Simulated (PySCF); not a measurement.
# Field gradients at the hydrogen positions

Species: C₂H₄P₂.
Structure used (GFN2-xTB), in Å, numbered top down from 1:
```xyz
8
C2H4P2 angstrom
C     -1.549   -0.172    0.257
C     -0.244   -0.142    0.009
P      0.741    1.336    0.369
P      2.633    0.836   -0.189
H     -2.061    0.678    0.678
H     -2.150   -1.043    0.051
H      0.252   -1.009   -0.415
H      2.386   -0.475   -0.630
```

Level: PBE0/pcSseg-1 (PySCF, non-relativistic); Q(2H) = 0.00286 b; rigid geometry, the same for H and D, with no vibrational averaging.

Task: Rank these positions by the coupling χzz of a deuteron there, largest first.
A. H8 (P–H hydrogen)
B. H7 (vinylic hydrogen)
C. H5 (vinylic hydrogen)

Result: C (222 kHz), B (214 kHz), A (128 kHz).

Task: Give the electric field gradient Vzz (the principal value of largest size), its asymmetry and the 2H coupling at each hydrogen.

Result: 
```tsv
atom	bonded to	bond length (Å)	Vzz (au)	η	χzz (kHz)
H5	C1	1.077	0.3311	0.04	222
H6	C1	1.078	0.3319	0.03	223
H7	C2	1.086	0.3182	0.06	214
H8	P4	1.405	0.1900	0.02	128
```

Task: Average by the element that carries the hydrogen.

Result: on C: 220 kHz over 3 positions, mean bond length 1.080 Å; on P: 128 kHz over 1 position, mean bond length 1.405 Å.

Isolated species at its GFN2-xTB geometry (one conformer only). GFN2-xTB bond lengths can be off by several hundredths of an ångström, more for odd bonds, and the gradients follow them. A larger basis could move these couplings by a tenth or more.
